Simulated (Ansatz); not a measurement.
Molecule: formic acid, CH₂O₂, net charge 0, singlet state. 
Geometry from a B3LYP-D3(BJ)/def2-TZVP (Ansatz, a quantum-chemistry and plane-wave program) optimisation:
```xyz
5

O     -1.0316    -0.4355    -0.0191
C      0.0042     0.4206     0.0039
O      1.1586     0.1057     0.0179
H     -0.6697    -1.3375    -0.0221
H     -0.3712     1.4518     0.0079
```

Quantity: vertical triplet-singlet gap (E(triplet) - E(singlet); each state is the SCF solution reached for its spin), in kcal/mol. Correlated levels leave the core frozen unless marked. Open shells are spin-unrestricted. Spin-orbit coupling is left out. No relativistic terms. Basis-set limits of correlation are two-point, X^-3; Hartree-Fock from the larger set. [CCSD(T)-MP2]/basis is that difference in the basis named.

```tsv
level	program	vertical triplet-singlet gap (kcal/mol)	minus last row
HF/aug-cc-pVDZ	Ansatz	101.3	-28.4
B3LYP/def2-TZVPD	Ansatz	121.5	-8.2
BHLYP/def2-TZVPD	Ansatz	116.7	-13.0
wB97X-V/def2-TZVPD	Ansatz	124.2	-5.5
RI-MP2/aug-cc-pVTZ	Ansatz	138.5	8.8
RI-MP2/aug-cc-pVQZ	Ansatz	138.9	9.2
SCS-MP2/aug-cc-pVTZ	Ansatz	137.4	7.7
CCSD/aug-cc-pVDZ	Ansatz	126.8	-2.9
CCSD(T)/aug-cc-pVTZ	Ansatz	128.9	-0.8
RI-MP2/CBS(aug-cc-pVTZ,aug-cc-pVQZ)+[CCSD(T)-MP2]/aug-cc-pVTZ	Ansatz	129.7	0.0
```
